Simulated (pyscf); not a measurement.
Single points on ωB97X-D3(BJ)/def2-SVP structures (PySCF, gas phase).

### Question
`[CH3][CH3]` + `[Cl][Zn]` [doublet] → `[CH3][Zn][Cl]` + `[CH3]` [doublet]
Surface: doublet. Broken: C–C. Formed: C–Zn. Give ΔE‡ and ΔE from ωB97M-D3(BJ)/def2-TZVP, relative to the separated reactants.

### Answer
ΔE‡ = 48.1 kcal/mol, ΔE = +22.1 kcal/mol. Zero-point energy shifts the barrier by -2.9 kcal/mol. It is a substitution at C, with an imaginary mode of 1080i cm⁻¹. One saddle was located; it need not be the lowest between these sides. The angle at the attacked C is 180°. The term symbol of open-shell Cl–Zn was not checked; spin-orbit terms are left out. Elements up to Kr have no core potential and no relativistic terms here.
